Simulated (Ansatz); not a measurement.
This geometry of BH7Si (9 atoms, charge 0, multiplicity 1) is a first-order saddle point.

Computed with RKS revPBE-D4/def2-SVP (Ansatz 0.2.0).

```xyz
9
Properties=species:S:1:pos:R:3
B -0.081 -0.123 0.352
H 0.112 0.979 0.840
H 0.646 -0.352 -0.610
H -1.273 -0.395 0.241
Si 0.149 -2.188 0.754
H -0.402 -2.759 -0.516
H 1.577 -2.628 0.918
H -0.663 -2.686 1.916
H 0.410 -0.637 1.433
```

Which two structures does it join? (They come from a converged band through this point; their orientation in space is the band's.)

No bond is made or broken.  The two ends are copies of one structure, up to a mirror image or an exchange of like atoms.

Image 0:

```xyz
9
Properties=species:S:1:pos:R:3
B -0.114 -0.068 0.354
H 0.587 0.774 0.886
H 0.590 -0.713 -0.446
H -1.182 0.209 -0.157
Si 0.196 -2.188 0.785
H -0.418 -2.871 -0.398
H 1.681 -2.352 0.889
H -0.404 -2.829 2.016
H -0.462 -0.752 1.400
```

Image 6:

```xyz
9
Properties=species:S:1:pos:R:3
B 0.004 -0.067 0.300
H -0.084 0.798 1.153
H 0.380 0.175 -0.831
H -1.067 -0.704 0.284
Si 0.085 -2.187 0.829
H -0.368 -2.865 -0.427
H 1.392 -2.838 1.223
H -0.851 -2.352 1.987
H 0.984 -0.750 0.810
```

How far does it lie above each of them?

3.9 kJ/mol above the first and 3.9 kJ/mol above the second. This is the barrier of this one path; another mechanism may lie lower.

Run time: 120 s on 1 thread of INTEL(R) XEON(R) PLATINUM 8581C CPU @ 2.30GHz (Emerald Rapids), with other jobs on the host, peak memory 0.13 GiB.
